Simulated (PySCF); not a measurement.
# How well does each level of theory give the band gap of rock-salt MgO?

Reference value: 8.36 eV (measured, zero-point renormalisation of 0.53 eV added back here (the table's ZPR column); inputs from Chen et al. (2018), doi:10.1103/physrevmaterials.2.073803).

### Question
Put these levels in order of the band gap that they give for rock-salt MgO, smallest first: G0W0@PBE (PySCF), G0W0@PBE0 (PySCF), Hartree–Fock (PySCF), PBE (PySCF).

### Answer
PBE (4.78 eV), G0W0@PBE (7.32 eV), G0W0@PBE0 (8.30 eV), Hartree–Fock (15.79 eV)

Errors against the reference: PBE -3.58 eV, Hartree–Fock +7.43 eV, G0W0@PBE -1.04 eV, G0W0@PBE0 -0.06 eV.

Semilocal Kohn–Sham gaps run low as a rule, and all computed gaps are for a static lattice, while measured ones hold electron–phonon shifts unless said otherwise.  A ± on a computed value is a rough bar: the spread of its extrapolation, a floor set from checks against published values, or a statistical error. Values are at the measured cell.

Differences are worked out from the printed values.
